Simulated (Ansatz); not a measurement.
# AlBH4O (SMILES B[O][AlH2]): functionals against CCSD(T) at one geometry

The task here is to estimate one member of a computed series from the others.

The runs use Ansatz 0.2.0, Gaussian basis; single points in def2-TZVPP.

Correlated methods freeze the cores. B3LYP uses VWN-RPA correlation.

## Where the work starts

SMILES `B[O][AlH2]`, 7 atoms, charge 0, spin multiplicity 1.

Atoms are counted from 1 here; the program's logs count them from 0.

Bond lengths: B1–O2 1.445 Å, B1–H4 1.257 Å, B1–H5 1.129 Å, O2–Al3 1.718 Å, Al3–H6 1.582 Å, Al3–H7 1.455 Å. Angles: O2–B1–H4 115.3°, O2–B1–H5 118.4°, H4–B1–H5 124.9°, B1–O2–Al3 173.3°, O2–Al3–H6 111.0°, O2–Al3–H7 121.2°, H6–Al3–H7 127.7°.

As a file:

```
atom     x (Å)     y (Å)     z (Å)
  B1  -1.23020   0.52230  -0.83700
  O2  -0.12490   0.04140  -0.04000
 Al3   1.29260  -0.53970   0.73660
  H4  -1.68770  -0.29890  -1.67160
  H5  -1.74400   1.47690  -0.52150
  H6   1.77200   0.46280   1.86320
  H7   1.84810  -1.84460   0.41120
```

The first run:

run/in.yaml

```yaml
crystal:
  periodic: [false, false, false]
  atoms:
    - {symbol: B, position_ang: [-1.230200, 0.522300, -0.837000]}
    - {symbol: O, position_ang: [-0.124900, 0.041400, -0.040000]}
    - {symbol: Al, position_ang: [1.292600, -0.539700, 0.736600]}
    - {symbol: H, position_ang: [-1.687700, -0.298900, -1.671600]}
    - {symbol: H, position_ang: [-1.744000, 1.476900, -0.521500]}
    - {symbol: H, position_ang: [1.772000, 0.462800, 1.863200]}
    - {symbol: H, position_ang: [1.848100, -1.844600, 0.411200]}
basis:
  gaussian: {orbitals: def2-TZVPP}
correlation: {method: ccsd_t}
output: {forces: true}
```

The command line of these runs was not kept.

Steps of the session up to this table: CCSD(T)/def2-TZVPP; PBE0-D4/def2-TZVPP; wB97M-V/def2-TZVPP; r2SCAN-D4/def2-TZVPP; PBE-D4/def2-TZVPP; B3LYP-D4/def2-TZVPP; wB97X-V/def2-TZVPP.

One of the session's tables, all rows but one given; the rest of the session is left out.

| method | RMS force component (eV/Å) | angle to CCSD(T) forces (°) | dipole (D) |
| --- | --- | --- | --- |
| CCSD(T) | 1.521 | reference | 0.86 |
| PBE0-D4 | 1.589 | 2.4 | 0.91 |
| wB97M-V | 1.516 | 2.3 | 0.90 |
| r2SCAN-D4 | ? | ? | ? |
| PBE-D4 | 1.514 | 3.9 | 0.98 |
| B3LYP-D4 | 1.521 | 1.6 | 0.91 |
| wB97X-V | 1.553 | 1.2 | 0.86 |

**Question.** Estimate the row for r2SCAN-D4.

The run gave: RMS force component (eV/Å): 1.541; angle to CCSD(T) forces (°): 1.4; dipole (D): 0.90. In the column «RMS force component (eV/Å)» it lies between B3LYP-D4 (1.521) and wB97X-V (1.553).
